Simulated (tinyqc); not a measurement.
A ladder of methods, and size consistency: correlation methods against full CI in the sto-3g basis, for BH3, spin multiplicity 1. Computed by the program tinyqc with PySCF. Command: `OMP_NUM_THREADS=1 python tinyqc.py 110453 110454 out.jsonl`; one thread of a shared host (Intel(R) Xeon(R) Processor @ 2.60GHz), about 2 s.

Geometry (angstrom):
```
atom,x,y,z
B,0.0000,0.0000,0.0350
H,1.3180,0.0000,0.0000
H,-0.6590,1.1410,0.0000
H,-0.6590,-1.1410,0.0000
```

RHF energy of one = -26.030356 hartree

All electrons correlated; +Q is the Davidson correction (1 - c0^2) E_corr. The last columns treat two copies 100 angstrom apart as one system. FCI is the lowest singlet.

Correlation energies (hartree):
```
method,E_corr of one,share of FCI (%),E_corr of two at 100 angstrom,two minus twice one (mhartree)
MP2,-0.044384,66.6970,-0.088767,0.0000
CISD,-0.064196,96.4697,-0.123369,5.0228
CISD+Q,-0.066915,100.5560,-0.132661,1.1695
CCSD,-0.065939,99.0899,-0.131879,0.0000
CCSD(T),-0.066309,99.6446,-0.132617,0.0000
FCI,-0.066545,100.0000,-,-
```

MP2 recovers 67 %, CISD 96.5 % and CCSD 99.1 % of the FCI value (c0^2 = 0.958 in CISD). MP2 and coupled cluster are size consistent, so their last column vanishes; CISD loses 5.02 mhartree, since a double excitation on each copy is a quadruple of the pair, and the Davidson correction leaves +1.17.
